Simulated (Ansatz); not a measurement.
**Iron, bcc: convergence with cold smearing**

Computed with Ansatz, LDA, scalar-relativistic PAW, on the relaxed cell (a = 2.749 Å; ferromagnetic, net 1.99 μB per atom). Errors count from a run at 420 eV on a Γ-centred 26×26×26 mesh with Fermi-Dirac smearing of 0.05 eV, extrapolated to zero width. Fixed here: cutoff 420 eV, mesh 16×16×16.

```
width (eV)  E(σ→0) error (meV/atom)  F error (meV/atom)  P (GPa)  sphere moment (μB)  SCF iterations
      0.03                      1.2                 1.2    -0.23                1.96              12
       0.1                      0.9                 0.7    -0.09                1.97              12
       0.2                      0.1                -0.3    -0.02                1.97              12
       0.3                     -1.8                 0.4     0.05                1.98              11
       0.6                     -1.7                28.5    -1.89                1.95              11
       1.0                     60.2                78.3    -7.75                1.57              14
```

What does the run at 0.01 give (width)?

E(σ→0) error (meV/atom): 1.2; F error (meV/atom): 1.2; P (GPa): -0.65; sphere moment (μB): 1.94; SCF iterations: 12.
